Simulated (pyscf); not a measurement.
Thermochemistry of product channels of PH₃ (SMILES P) + GaH (SMILES [GaH]) [singlet] on the singlet surface, in kcal/mol, from ωB97M-D3(BJ)/def2-TZVP energies (ideal gas, 1 atm, RRHO with modes under 100 cm⁻¹ raised to 100, one conformer, R ln 2 for chiral ones without a mode under 150 cm⁻¹). Structures and frequencies: ωB97X-D3(BJ)/def2-SVP in PySCF.

```tsv
products	ΔE	ΔH(298 K)	ΔG(298 K)	ΔG(1200 K)
H₂P–Ga (SMILES [PH2][Ga]) [singlet] + H₂ (SMILES [H][H])	(withheld)	-10.4	-10.1	-11.5
HP=GaH (SMILES [PH]=[GaH]) + H₂ (SMILES [H][H])	(withheld)	+6.2	+6.9	+6.5
```

Question: Some entries are withheld; supply them.

Answer: 
- H₂P–Ga (SMILES [PH2][Ga]) [singlet] + H₂ (SMILES [H][H]), ΔE: -9.7
- HP=GaH (SMILES [PH]=[GaH]) + H₂ (SMILES [H][H]), ΔE: +7.9

These are energies of the channels, which say nothing of barriers. Elements up to Kr have no core potential and no relativistic terms here.
